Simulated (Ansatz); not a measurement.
Input file:

```yaml
crystal:
  periodic: [false, false, false]
  atoms:
    - {symbol: Si, position_ang: [0.000000, 0.073859, 1.527627]}
    - {symbol: Ge, position_ang: [0.000000, -0.007160, -0.637479]}
    - {symbol: H, position_ang: [0.000000, -0.235166, 2.695432]}
    - {symbol: H, position_ang: [0.000000, -1.306849, 0.680033]}
basis:
  gaussian: {orbitals: 6-31G}
magnetization: {spin_polarized: false}
correlation: {method: bccd_t, electrons: all}
accuracy: high
output: {forces: true}
```

```sh
$ ansatz run in.yaml --threads 1 --pin off --events-out ev --progress --plain --max-ram 2393MiB
```

Output:

```
817 factors; integrals over basis functions are off by at most 4.8e-9 eV
mean field evaluation 1: about -64352.4967 eV, gradient 8.4e0 eV
mean field evaluation 2: about -64352.5869 eV, gradient 8.5e0 eV
mean field evaluation 4: about -64353.0360 eV, gradient 1.9e0 eV
mean field evaluation 8: about -64353.0493 eV, gradient 9.1e-4 eV
mean field evaluation 16: about -64352.4970 eV, gradient 8.4e0 eV
mean field -64353.04930703 eV, -2364.9309419698 hartree, gradient 1.2e-8 eV, S^2 0.000000; 0 other end points of the search recorded, 0 dependent functions left out; unrestricted orbitals would lower it
reference -64353.04930703 eV, -2364.9309419698 hartree; 24, 24 occupied and 22, 22 virtual orbitals, 817 factors
second order -8.80968469 eV of doubles, -0.00000000 eV of singles
cycle   1  -8.42942310 eV  change    3.8e-1 eV  update   8.2e-2
cycle   2  -8.80256164 eV  change   -3.7e-1 eV  update   3.2e-2
cycle   3  -8.80220603 eV  change    3.6e-4 eV  update   1.5e-2
cycle   4  -8.80040717 eV  change    1.8e-3 eV  update   5.7e-3
cycle   5  -8.80352028 eV  change   -3.1e-3 eV  update   2.1e-3
cycle   6  -8.80500405 eV  change   -1.5e-3 eV  update   6.3e-4
cycle   7  -8.80444019 eV  change    5.6e-4 eV  update   2.2e-4
cycle   8  -8.80460345 eV  change   -1.6e-4 eV  update   7.3e-5
cycle   9  -8.80466019 eV  change   -5.7e-5 eV  update   2.4e-5
cycle  10  -8.80461608 eV  change    4.4e-5 eV  update   9.0e-6
cycle  11  -8.80462890 eV  change   -1.3e-5 eV  update   3.5e-6
cycle  12  -8.80462756 eV  change    1.3e-6 eV  update   1.2e-6
cycle  13  -8.80462732 eV  change    2.4e-7 eV  update   3.3e-7
cycle  14  -8.80462762 eV  change   -2.9e-7 eV  update   1.1e-7
cycle  15  -8.80462744 eV  change    1.8e-7 eV  update   5.1e-8
cycle  16  -8.80462744 eV  change    2.5e-9 eV  update   2.7e-8
cycle  17  -8.80462653 eV  change    9.1e-7 eV  update   2.9e-7
cycle  18  -8.80462636 eV  change    1.7e-7 eV  update   1.3e-7
cycle  19  -8.80462622 eV  change    1.4e-7 eV  update   5.1e-8
cycle  20  -8.80462621 eV  change    1.4e-8 eV  update   1.8e-8
cycle  21  -8.80462620 eV  change    4.4e-9 eV  update   5.6e-9
perturbative correction -0.23408414 eV, -0.0086024333 hartree
the calculation of the forces begins
Total energy: -64362.08801737 eV, -2365.2631084480 hartree
Atom 0 at     0.000000     0.073859     1.527627 Å, force     0.000000     2.806848    -7.893000 eV/Å
Atom 1 at     0.000000    -0.007160    -0.637479 Å, force    -0.000000     0.330053    -2.115781 eV/Å
Atom 2 at     0.000000    -0.235166     2.695432 Å, force    -0.000000    -2.465929     9.911676 eV/Å
Atom 3 at     0.000000    -1.306849     0.680033 Å, force    -0.000000    -0.670972     0.097105 eV/Å
Dipole moment:     0.000000     0.052161     0.174659 e Å
```

Forces (eV/Å):
```
Si   0.000  2.807 -7.893
Ge   0.000  0.330 -2.116
H    0.000 -2.466  9.912
H    0.000 -0.671  0.097
```

Ran on 1 thread of Arm Neoverse V1, shared host: 27 s wall, 0.47 GiB peak host memory.
